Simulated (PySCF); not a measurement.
**HO, SMILES `[OH]` (charge 0, multiplicity 2)**

Method: PBE-D3(BJ)/def2-TZVP // PBE0-D3(BJ)/def2-TZVP (PySCF 2.14.0).

```json
{
  "highest_occupied_spin_orbital": "-7.16 eV",
  "dipole_moment": "1.72 D",
  "total_energy": "-75.6818 Ha",
  "cost": "about 5 core-seconds (a rough figure)"
}
```

```xyz
2

O      0.4865     0.0000     0.0000
H     -0.4865     0.0000     0.0000
```
Charge 0, spin multiplicity 2.
